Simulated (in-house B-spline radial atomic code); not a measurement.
## Functionals against successive ionisation energies: Si to Si⁶⁺

Ionisation energies as differences of self-consistent total energies from an all-electron radial atomic-structure program (B-spline basis): all electrons, radial basis limit, scalar-relativistic (one-electron X2C), spin-polarised at highest spin, spherical densities; exact exchange is averaged over the determinants of each configuration. No spin-orbit coupling, Breit or QED terms. NIST's values run from ground level to ground level, so in open shells the differences also hold multiplet and fine-structure energies that spherical high-spin averages miss. Columns give computed minus NIST, in eV; a star marks a semi-empirical value. Species are left out where the tabulated value is theory, is uncertain by more than 0.12 eV, or (13 ions, such as In⁴⁺, Te⁴⁺ and Bi⁴⁺) lies off its series for all methods alike, which flatters the means a little.

```
species  shell        NIST (eV)  Hartree-Fock    PBE  PBEsol   RPBE  LC-wPBE  BHandHLYP
     Si     3p             8.15         -0.51  +0.11   +0.08  +0.11    +0.19      -0.15
    Si⁺     3p            16.35         -0.65  -0.08   -0.11  -0.10    +0.15      -0.15
   Si²⁺     3s            33.49         -1.47  -0.04   -0.21  -0.09    -0.19      -0.14
   Si³⁺     3s            45.14         -0.41  +0.53   +0.27  +0.46    +0.39      +0.54
   Si⁴⁺     2p           166.77         -1.37  +0.35   +0.13  +0.28    +0.43      +0.20
   Si⁵⁺     2p  205.28 ± 0.005*         -1.60  +0.47   +0.17  +0.34    +0.64      +0.23
   Si⁶⁺     2p   246.57 ± 0.05*         -1.98  -0.56   -1.04  -0.85    -0.34      -0.18
```

**Question.** How do the methods rank, and which species is hardest?

**Answer.** Mean absolute (signed) differences: BHandHLYP 0.23 (+0.05) eV; PBEsol 0.29 (-0.10) eV; PBE 0.31 (+0.11) eV; RPBE 0.32 (+0.02) eV; LC-wPBE 0.33 (+0.18) eV; Hartree-Fock 1.14 (-1.14) eV. For Si³⁺, which loses a 3s electron, the nearest method is off by +0.27 eV, the largest such miss. Hartree-Fock comes too low mainly by the correlation energy of the removed electron.
